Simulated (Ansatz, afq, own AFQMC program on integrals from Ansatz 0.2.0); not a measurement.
AFQMC on a folder of integrals that Ansatz 0.2.0 wrote.

```yaml
crystal:
  periodic: [false, false, false]
  atoms:
    - {symbol: Si, position_ang: [-1.028847, 0.156569, -0.878255]}
    - {symbol: Si, position_ang: [1.072820, 0.832472, -0.101818]}
    - {symbol: Ge, position_ang: [-0.043779, -0.981713, 0.972896]}
    - {symbol: H, position_ang: [-1.109986, -0.553543, -2.187390]}
    - {symbol: H, position_ang: [-2.199710, 1.043863, -0.620384]}
    - {symbol: H, position_ang: [1.179483, 2.131026, 0.624210]}
    - {symbol: H, position_ang: [2.270343, 0.529478, -0.937831]}
    - {symbol: H, position_ang: [0.493584, -2.401408, 0.758835]}
    - {symbol: H, position_ang: [-0.633917, -0.756733, 2.369747]}
basis:
  gaussian: {orbitals: def2-TZVP}
total_charge: 1
magnetization: {spin_polarized: true, initial_magnetization: 1}
correlation: {method: ccsd_t, electrons: outside_noble_gas, hamiltonian_folder: ham}
```

```sh
$ ansatz run in.yaml --threads 1 --pin off --events-out ev --progress --plain --max-ram 24576MiB --backend cuda --devices 0, --max-vram 18GiB
```

afq runs on the folder ham with

```
--method phaseless --trial cisd --walkers 600 --populations 10 --least-time 60 --time-step 0.005 --steps-per-block 50 --equilibration-blocks 28 --max-blocks 4000 --target-error 0.00024 --factor-cut 1e-05 --start spin_pure --seed 2887 --release-times 0.24,0.51,0.99,1.5 --release-step 0.03 --release-every 4 --taylor-order 6
```

Times are imaginary, in 1/Eh. The walk had a cap of 353 s. With eight or more populations the least sampling time is a fifth of least-time, and the error comes from their spread. Filled inner d shells are frozen with the cores.

Output of the walk:

```
orbitals 134  electrons 9 8  factors 1003 of 1061
reference energy -2656.40981386 Eh
CCSD correlation -0.37551601 Eh in 11 cycles, weight of the determinant in the CISD state 0.8040
energy of the start -2656.783348 Eh
 block  time / (1/Eh)  mean weight  energy / Eh
     1     0.250  1.0001  -2656.773042
     2     0.500  0.9995  -2656.776180
     3     0.750  1.0005  -2656.781068
     4     1.000  0.9988  -2656.785364
     5     1.250  1.0000  -2656.787689
     8     2.000  0.9995  -2656.795058
    13     3.250  0.9991  -2656.802844
    22     5.500  1.0003  -2656.802605
    31     7.750  1.0006  -2656.802518
    40    10.000  0.9994  -2656.802645
    49    12.250  0.9999  -2656.803762
    58    14.500  1.0004  -2656.803476
    67    16.750  0.9993  -2656.803357
    76    19.000  1.0000  -2656.804663
    85    21.250  0.9997  -2656.800530
    91    22.750  1.0002  -2656.796445
    94    23.500  1.0005  -2656.801236
   103    25.750  0.9998  -2656.806758
   106    26.500  1.0006  -2656.808531
   112    28.000  0.9998  -2656.804895
   121    30.250  0.9996  -2656.802702
error from the spread of 10 populations
released: time / (1/Eh)  energy / Eh  error  mean overlap
  0.24  -2656.803403  0.000546  1.0016
  0.51  -2656.803202  0.000540  1.0011
  0.99  -2656.803408  0.000655  0.9911
  1.50  -2656.803435  0.000668  0.9803
energy -2656.803259 +/- 0.000490 Eh
(rows thinned)
```

The run passed its tests (sampling time, drift between the halves within three errors, error under three times the target), which doesn't prove that it has relaxed, ending at its cap on processor time.

Against this walk (error 13.3 meV) on the same determinant: CCSD(T) 81.5 meV higher. The error is statistical and leaves out the bias of the constraint. Released to 1.50 1/Eh the energy moves by -5 ± 23 meV (both errors), within twice the noise.

Cautions: constraint bias not in the error; error above the target (13.3 against 6.5 meV); no relativity below Rb; no spin-orbit coupling; inner d shell frozen.

The walk took 5.9 min on 1 × NVIDIA H100 80GB HBM3 with 2 threads of AMD EPYC 7R13 Processor (Zen 3), with other jobs on the host (the card was shared). The log's last line is the phaseless energy.
